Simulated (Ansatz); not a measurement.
Geometry optimisation, Ansatz, RKS B3LYP-D4/def2-SVP.

Input file:

```yaml
crystal:
  periodic: [false, false, false]
  atoms:
    - { symbol: Al, position_ang: [0.059948, 0.301271, -0.048021] }
    - { symbol: Cl, position_ang: [-0.102943, 0.354134, 2.148793] }
    - { symbol: H, position_ang: [1.483458, 0.558579, -0.662134] }
    - { symbol: H, position_ang: [-1.307131, 0.226213, -0.821937] }
    - { symbol: S, position_ang: [0.328783, -3.029795, 0.794772] }
    - { symbol: H, position_ang: [-0.97259, -3.333583, 0.579444] }
    - { symbol: H, position_ang: [0.031274, -2.200718, 1.860283] }
basis:
  gaussian: { orbitals: def2-SVP }
hamiltonian:
  xc: b3lyp
  dispersion: d4
relax:
  f_tol: 0.03
  max_steps: 50
```

Command:

```bash
$ ansatz run input.yaml --threads 1 --pin off --max-ram 2048MiB --backend cpu --events-out ev --progress --plain --runs-dir out
```

Problem. Where does it end, and by what steps?

Solution. The forces met the threshold. The force dipped under the threshold on the way, but the program's further checks kept it going. After 20 steps the energy has fallen by 0.352 eV; H7 moved furthest, 0.86 Å. Joined: Al1–S5 (3.45 → 2.60 Å).

```tsv
step	energy less start (eV)	largest force component (eV/Å)	accepted
0	0.0000	0.909	yes
1	-0.1275	0.438	yes
2	-0.2562	0.586	yes
3	-0.3101	0.215	yes
4	-0.3235	0.259	yes
5	-0.3015	0.340	no
6	-0.3322	0.123	yes
7	-0.3368	0.033	yes
8	-0.3378	0.073	yes
9	-0.3390	0.296	yes
10	-0.3459	0.083	yes
11	-0.3355	0.195	no
12	-0.3496	0.014	yes
13	-0.3495	0.263	no
14	-0.3506	0.064	yes
15	-0.3510	0.109	yes
16	-0.3513	0.101	yes
17	-0.3516	0.102	yes
18	-0.3519	0.096	yes
19	-0.3521	0.062	yes
20	-0.3522	0.001	yes
```

```xyz
7
Properties=species:S:1:pos:R:3
Al -0.001 -0.007 0.068
Cl -0.565 0.497 2.079
H 1.526 0.186 -0.295
H -1.164 0.010 -1.005
S 0.078 -2.587 0.402
H -1.117 -2.676 1.034
H 0.765 -2.546 1.569
```

Whether the end is a true minimum wasn't checked by a vibrational analysis.

Time of the run: 55 s on 1 thread of Arm Neoverse V1, with other jobs on the host, peak memory 0.14 GiB.
